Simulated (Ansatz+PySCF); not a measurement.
## doublet PF3(+): levels of theory in one basis

```yaml
atoms:
  - { symbol: P, position_ang: [0.0000, 0.0000, 0.5068] }
  - { symbol: F, position_ang: [0.0000, 1.3839, -0.2815] }
  - { symbol: F, position_ang: [1.1985, -0.6919, -0.2815] }
  - { symbol: F, position_ang: [-1.1985, -0.6919, -0.2815] }
```

Basis set: cc-pVTZ on F; cc-pV(T+d)Z on P (spherical functions). Left uncorrelated: 8 orbitals. Correlation on ROHF uses semicanonical orbitals with singles. Charge 1, multiplicity 2.

Computed with Ansatz (development build ahead of 0.2.0) and PySCF 2.14.0; each method stands on the lowest determinant of its kind that the runs found.

```json
{"method": "ROHF", "E − E(ROHF) (eV)": "0.00", "<S²> of the determinant": "0.75"}
{"method": "UHF", "E − E(ROHF) (eV)": "-0.09", "<S²> of the determinant": "0.76"}
{"method": "ROHF-MP2", "E − E(ROHF) (eV)": "-24.04", "<S²> of the determinant": "–"}
{"method": "UHF-MP2", "E − E(ROHF) (eV)": "-24.04", "<S²> of the determinant": "0.76"}
```
